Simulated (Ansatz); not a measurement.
## Loss of SiH4: SiH3(SiH2) → SiH + SiH4

Gas-phase species: SiH3(SiH2), doublet; SiH, doublet; SiH4 (silane) `[SiH4]`, singlet. This is a balance of energies; it says nothing on the path, which may need atoms to shift.

Shapes, held fixed at every level: PBE0-D4/def2-TZVP. Programs: Ansatz 0.2.0. The zero-point and thermal change to 298 K, harmonic and unscaled (PBE0-D4/def2-TZVP), is -6.0 kJ/mol.

Q: Estimate ΔH(298 K) of this reaction.

A: The highest level, CCSD(T)/CBS estimate, gives ΔH(298 K) = +175.2 kJ/mol; the levels span +138.5 to +222.9. The column of differences is taken from that level and isn't an error. No measured value is set beside it here. Spin contamination: SiH (⟨S²⟩ up to 0.79). Open shells run unrestricted. The CBS estimate extrapolates MP2 from def2-TZVPP and def2-QZVPP and adds CCSD(T) − MP2 in the triple-zeta set, cores frozen. Times are processor times on shared x86 and Arm servers, and rough.

| level | kind | ΔH(298 K) (kJ/mol) | less CCSD(T)/CBS estimate | CPU time (sum over the molecules) |
| --- | --- | --- | --- | --- |
| HF/def2-SVP | Hartree–Fock | +138.5 | -36.7 | – |
| SPW92/def2-TZVPP | LDA | +222.9 | +47.7 | 5.2 s |
| PBE-D4/def2-TZVPP | GGA | +197.6 | +22.4 | 10 s |
| BHLYP-D4/def2-TZVPP | global hybrid | +174.5 | -0.7 | 12 s |
| wB97X-V/def2-TZVPP | range-separated hybrid | +183.8 | +8.6 | 36 s |
| B2PLYP/def2-TZVPP | double hybrid | +167.7 | -7.5 | 17 s |
| CCSD(T)/CBS estimate | coupled cluster or CI | +175.2 | 0.0 | – |
